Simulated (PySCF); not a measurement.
# Computed and reference excited states of boron monofluoride (`[B]F`) [singlet]

Published values to compare with (the computed states carry no symmetry labels, so the two lists aren't matched line by line):

```json
{"state": "a 3Πr", "E (eV)": "3.61", "f": "", "kind of transition": "Te (adiabatic, minimum to minimum, no zero-point energy)", "source": "[1]"}
{"state": "A 1Π", "E (eV)": "6.34", "f": "", "kind of transition": "Te (adiabatic, minimum to minimum, no zero-point energy)", "source": "[1]"}
{"state": "b 3Σ+", "E (eV)": "7.57", "f": "", "kind of transition": "Te (adiabatic, minimum to minimum, no zero-point energy)", "source": "[1]"}
{"state": "B 1Σ+ (3sσ)", "E (eV)": "8.10", "f": "", "kind of transition": "Te (adiabatic, minimum to minimum, no zero-point energy)", "source": "[1]"}
{"state": "c 3Σ+", "E (eV)": "8.31", "f": "", "kind of transition": "Te (adiabatic, minimum to minimum, no zero-point energy)", "source": "[1]"}
{"state": "C 1Σ+ (3pσ)", "E (eV)": "8.56", "f": "", "kind of transition": "Te (adiabatic, minimum to minimum, no zero-point energy)", "source": "[1]"}
{"state": "d 3Π", "E (eV)": "8.77", "f": "", "kind of transition": "Te (adiabatic, minimum to minimum, no zero-point energy)", "source": "[1]"}
{"state": "D 1Π (3pπ)", "E (eV)": "8.94", "f": "", "kind of transition": "Te (adiabatic, minimum to minimum, no zero-point energy)", "source": "[1]"}
{"state": "e 3Σ+", "E (eV)": "9.41", "f": "", "kind of transition": "Te (adiabatic, minimum to minimum, no zero-point energy)", "source": "[1]"}
{"state": "G 1Σ+ (4sσ)", "E (eV)": "9.54", "f": "", "kind of transition": "Te (adiabatic, minimum to minimum, no zero-point energy)", "source": "[1]"}
{"state": "f 3Π", "E (eV)": "9.60", "f": "", "kind of transition": "Te (adiabatic, minimum to minimum, no zero-point energy)", "source": "[1]"}
{"state": "I 1Σ+ (4pσ)", "E (eV)": "9.87", "f": "", "kind of transition": "Te (adiabatic, minimum to minimum, no zero-point energy)", "source": "[1]"}
{"state": "h 3Π", "E (eV)": "9.95", "f": "", "kind of transition": "Te (adiabatic, minimum to minimum, no zero-point energy)", "source": "[1]"}
{"state": "J 1Π (4pπ)", "E (eV)": "9.99", "f": "", "kind of transition": "Te (adiabatic, minimum to minimum, no zero-point energy)", "source": "[1]"}
{"state": "O 1Σ+ (5pσ)", "E (eV)": "10.38", "f": "", "kind of transition": "Te (adiabatic, minimum to minimum, no zero-point energy)", "source": "[1]"}
{"state": "P 1Π (5pπ)", "E (eV)": "10.42", "f": "", "kind of transition": "Te (adiabatic, minimum to minimum, no zero-point energy)", "source": "[1]"}
```

[1] measured, gas; Huber, Herzberg, Constants of Diatomic Molecules, NIST Chemistry WebBook

Boron monofluoride, BF (singlet state).
SMILES: `[B]F`

Computed, not measured: TDDFT CAM-B3LYP/aug-cc-pVTZ, vertical, gas phase, core orbitals frozen in the response (PySCF). Isolated species at its PBE0-D3(BJ)/def2-TZVP geometry, gas phase.

Computed singlets: 6.16 eV (f 0.474 summed over 2 states); 7.76 eV (f 0.109); 8.21 eV (f 0.054); 8.40 eV (f 0.010 summed over 2 states); 10.24 eV (f 0.049); 10.24 eV (f 0.000 summed over 2 states) [of 10 roots; the last level is left out, as the window may have cut its degenerate partner]. Computed triplets (Tamm–Dancoff): 3.38, 3.38, 7.17 eV.

Adiabatic (Te) and 0-0 energies refer to the relaxed excited state and aren't the vertical quantity computed here.

On one thread of an Arm Neoverse V2, shared host, this took 1.1 s and 0.31 GiB of memory at its peak.
